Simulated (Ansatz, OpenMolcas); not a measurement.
Ansatz → OpenMolcas

This Ansatz 0.2.0 job computes doublet [SiH2F2]−:

run.yaml:
```yaml
basis:
  gaussian: {orbitals: 3-21G.json}
crystal:
  periodic: [false, false, false]
  atoms:
    - {symbol: F, position_ang: [-1.079010, 0.538200, 0.980720]}
    - {symbol: Si, position_ang: [-0.005220, -0.000540, -0.054090]}
    - {symbol: F, position_ang: [1.247630, -0.520590, 0.766910]}
    - {symbol: H, position_ang: [-0.590470, -1.138740, -0.786300]}
    - {symbol: H, position_ang: [0.427070, 1.121680, -0.907250]}
total_charge: -1
magnetization: {spin_polarized: true, initial_magnetization: 1}
hamiltonian: {xc: hf}
accuracy: high
output: {orbitals: {seedname: orbitals}}
```

```bash
$ ansatz run run.yaml --threads 1 --pin off --max-ram 3480MiB --events-out events.jsonl --progress --plain --runs-dir runs
```

(Basis files named in the input come from the Basis Set Exchange and aren't shown.)

The shape is that of a PBE0-D4/def2-TZVP optimisation. That shape belongs to the parent species and isn't relaxed for this state.

The HOMO lies above zero, from self-interaction, a short basis or an unbound electron. Without diffuse functions such a state is poorly described.

It gives a total energy of -486.305404 Eh.

**Question.** Translate the job to OpenMolcas 26.06 as an input file of the program's own.

**Answer.** This input was run:

coord.xyz:
```
5

F     -1.079010     0.538200     0.980720
Si    -0.005220    -0.000540    -0.054090
F      1.247630    -0.520590     0.766910
H     -0.590470    -1.138740    -0.786300
H      0.427070     1.121680    -0.907250
```

test.inp:
```
* F2H2Si Hartree-Fock

&gateway
  baslib=$CurrDir
  coord=coord.xyz
  basis=3-21G
  group=NoSym

&seward

&scf
  uhf
  charge=-1
  spin=2
  thresholds=1e-10 1e-07 1e-07 1e-05
  prorbitals=1 2
```

```bash
$ export MOLCAS_MEM=1860
$ pymolcas test.inp > test.log
```

(Basis files named in the input come from the Basis Set Exchange and aren't shown.)

Its energy is -486.305404 Eh, the same as the first but for the last digit, at most.
